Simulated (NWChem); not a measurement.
System: hydrogen cyanide (CHN); SMILES C#N

Excerpt of the output:

```
             Northwest Computational Chemistry Package (NWChem) 7.3.0
             --------------------------------------------------------

 ORDER OF PRIMARY AXIS IS BEING SET TO 4
 C4V symmetry detected

                             Geometry "geometry" -> ""
                             -------------------------

 Output coordinates in angstroms (scale by  1.889725989 to convert to a.u.)

  No.       Tag          Charge          X              Y              Z
 ---- ---------------- ---------- -------------- -------------- --------------
    1 C                    6.0000     0.00000000     0.00000000    -0.49647557
    2 N                    7.0000     0.00000000     0.00000000     0.64914243
    3 H                    1.0000     0.00000000     0.00000000    -1.56514357

 Effective nuclear repulsion energy (a.u.)      24.0443276886

      Symmetry information
      --------------------

 Group name             C4v
 Group number             18
 Group order               8
 No. of unique centers     3

                                 NWChem DFT Module
                                 -----------------

 Summary of "ao basis" -> "ao basis" (spherical)
 ------------------------------------------------------------------------------
       Tag                 Description            Shells   Functions and Types
 ---------------- ------------------------------  ------  ---------------------
 C                          def2-svp                 6       14   3s2p1d
 N                          def2-svp                 6       14   3s2p1d
 H                          def2-svp                 3        5   2s1p

      Symmetry analysis of basis
      --------------------------

        a1         15
        a2          0
        b1          2
        b2          2
        e          14

            General Information
            -------------------
          SCF calculation type: DFT
          Wavefunction type:  closed shell.
          No. of atoms     :     3
          No. of electrons :    14
           Alpha electrons :     7
            Beta electrons :     7
          Charge           :     0
          Spin multiplicity:     1
          Use of symmetry is: on ; symmetry adaption is: on
          Maximum number of iterations: 150
          AO basis - number of functions:    33
                     number of shells:    15
          Convergence on energy requested:  1.00D-06
          Convergence on density requested:  1.00D-05
          Convergence on gradient requested:  5.00D-04

              XC Information
              --------------
                       PW6B95 Method XC Functional
                     Hartree-Fock (Exact) Exchange  0.280
                    PW6B95 GGA Exchange Functional  0.720
                      PW6B95 Correlation Potential  1.000

             Grid Information
             ----------------
          Grid used for XC integration:  medium
          Radial quadrature: Mura-Knowles
          Angular quadrature: Lebedev.
          Tag              B.-S. Rad. Rad. Pts. Rad. Cut. Ang. Pts.
          ---              ---------- --------- --------- ---------
          C                   0.70       49           6.0       434
          N                   0.65       49           7.0       434
          H                   0.35       45           7.0       434
          Grid pruning is: on
          Number of quadrature shells:   143
          Spatial weights used:  Erf1

      Superposition of Atomic Density Guess
      -------------------------------------

 Sum of atomic energies:         -92.36827113

      Non-variational initial energy
      ------------------------------

 Total energy =     -93.024416
 1-e energy   =    -171.520506
 2-e energy   =      54.451762
 HOMO         =      -0.457220
 LUMO         =       0.048597

      Symmetry analysis of molecular orbitals - initial
      -------------------------------------------------

 !! scf_movecs_sym_adapt:    4 vectors were symmetry contaminated

  Symmetry fudging

 !! scf_movecs_sym_adapt:    4 vectors were symmetry contaminated

  Numbering of irreducible representations:

     1 a1          2 a2          3 b1          4 b2          5 e

  Orbital symmetries:

     1 a1          2 a1          3 a1          4 a1          5 a1
     6 e           7 e           8 e           9 e          10 a1
    11 a1         12 e          13 e          14 a1         15 a1
    16 a1         17 e

     ---------------------------------------------
      Total Density - Mulliken Population Analysis
     ---------------------------------------------

    Atom       Charge   Shell Charges
 -----------   ------   -------------------------------------------------------
    1 C    6     5.65   1.99  0.98  0.34  1.65  0.63  0.05
    2 N    7     7.51   1.99  1.12  0.59  2.36  1.41  0.03
    3 H    1     0.84   0.61  0.21  0.02

   convergence    iter        energy       DeltaE   RMS-Dens  Diis-err
 ---------------- ----- ----------------- --------- --------- ---------
 d= 0,ls=0.0,diis     1    -93.4012981264 -1.17D+02  2.91D-02  4.16D-01
 d= 0,ls=0.0,diis     2    -93.2288856643  1.72D-01  1.97D-02  2.02D+00
 d= 0,ls=0.0,diis     3    -93.4645977943 -2.36D-01  1.80D-03  2.59D-03
 d= 0,ls=0.0,diis     4    -93.4649211894 -3.23D-04  4.87D-04  3.58D-04
 d= 0,ls=0.0,diis     5    -93.4649688215 -4.76D-05  1.10D-04  1.75D-05
  Resetting Diis
 d= 0,ls=0.0,diis     6    -93.4649712754 -2.45D-06  1.58D-05  4.84D-07
 d= 0,ls=0.0,diis     7    -93.4649713318 -5.64D-08  4.58D-06  1.05D-08

         Total DFT energy =      -93.464971331804
      One electron energy =     -173.028981735172
           Coulomb energy =       68.240994114791
    Exchange-Corr. energy =      -12.721311400071
 Nuclear repulsion energy =       24.044327688647

 Numeric. integr. density =       13.999999146446

                  Occupations of the irreducible representations
                  ----------------------------------------------

                     irrep           alpha         beta
                     --------     --------     --------
                     a1                5.0          5.0
                     a2                0.0          0.0
                     b1                0.0          0.0
                     b2                0.0          0.0
                     e                 2.0          2.0

                       DFT Final Molecular Orbital Analysis
                       ------------------------------------

 Vector    5  Occ=2.000000D+00  E=-3.984751D-01  Symmetry=a1
              MO Center= -1.2D-14,  8.1D-15,  8.3D-01, r^2= 7.9D-01
   Bfn.  Coefficient  Atom+Function         Bfn.  Coefficient  Atom+Function
  ----- ------------  ---------------      ----- ------------  ---------------
    20      0.505566  2 N  pz                17     -0.401718  2 N  s
    16     -0.318980  2 N  s                 23     -0.252830  2 N  pz
     6      0.246457  1 C  pz                 2      0.192385  1 C  s
    15     -0.150952  2 N  s                 29     -0.103933  3 H  s
     1     -0.086011  1 C  s                 30     -0.070603  3 H  s

 Vector    6  Occ=2.000000D+00  E=-3.830958D-01  Symmetry=e
              MO Center=  1.1D-14, -8.1D-15,  1.1D-01, r^2= 1.1D+00
   Bfn.  Coefficient  Atom+Function         Bfn.  Coefficient  Atom+Function
  ----- ------------  ---------------      ----- ------------  ---------------
    18     -0.371203  2 N  px                 4      0.351659  1 C  px
    19      0.258606  2 N  py                 5     -0.244990  1 C  py
    21      0.205394  2 N  px                 7      0.192651  1 C  px
    22     -0.143092  2 N  py                 8     -0.134214  1 C  py
    27      0.026081  2 N  d  1

 Vector    7  Occ=2.000000D+00  E=-3.830958D-01  Symmetry=e
              MO Center= -3.5D-16, -4.9D-16,  1.1D-01, r^2= 1.1D+00
   Bfn.  Coefficient  Atom+Function         Bfn.  Coefficient  Atom+Function
  ----- ------------  ---------------      ----- ------------  ---------------
    19     -0.371203  2 N  py                 5      0.351659  1 C  py
    18     -0.258606  2 N  px                 4      0.244990  1 C  px
    22      0.205394  2 N  py                 8      0.192651  1 C  py
    21      0.143092  2 N  px                 7      0.134214  1 C  px
    25     -0.026081  2 N  d -1

 Vector    8  Occ=0.000000D+00  E= 3.089819D-02  Symmetry=e
              MO Center= -2.5D-16, -4.4D-16, -8.6D-02, r^2= 1.6D+00
   Bfn.  Coefficient  Atom+Function         Bfn.  Coefficient  Atom+Function
  ----- ------------  ---------------      ----- ------------  ---------------
     8      0.574937  1 C  py                22     -0.520421  2 N  py
    19      0.396814  2 N  py                 5      0.377942  1 C  py
     7      0.338177  1 C  px                21     -0.306111  2 N  px
    18      0.233405  2 N  px                 4      0.222305  1 C  px
    32      0.035993  3 H  py                11     -0.034255  1 C  d -1

 Vector    9  Occ=0.000000D+00  E= 3.089819D-02  Symmetry=e
              MO Center= -2.5D-16,  1.8D-16, -8.6D-02, r^2= 1.6D+00
   Bfn.  Coefficient  Atom+Function         Bfn.  Coefficient  Atom+Function
  ----- ------------  ---------------      ----- ------------  ---------------
     7      0.574937  1 C  px                21     -0.520421  2 N  px
    18      0.396814  2 N  px                 4      0.377942  1 C  px
     8     -0.338177  1 C  py                22      0.306111  2 N  py
    19     -0.233405  2 N  py                 5     -0.222305  1 C  py
    31      0.035993  3 H  px                13      0.034255  1 C  d  1

[...]
```

Level: PW6B95/def2-SVP. Coordinates come from a PBE0-D3(BJ)/def2-TZVP optimisation.

Which NWChem input produces such a log?

This is not unique; one that fits is the input that was run:
```
start job
memory heap 200 mb stack 900 mb global 1100 mb
geometry units angstroms noautoz
  C      0.000000     0.000000    -0.492458
  N      0.000000     0.000000     0.653160
  H      0.000000     0.000000    -1.561126
end
basis spherical
  C library def2-svp
  N library def2-svp
  H library def2-svp
end
dft
  xc pw6b95
  iterations 150
  mulliken
end
task dft energy
```
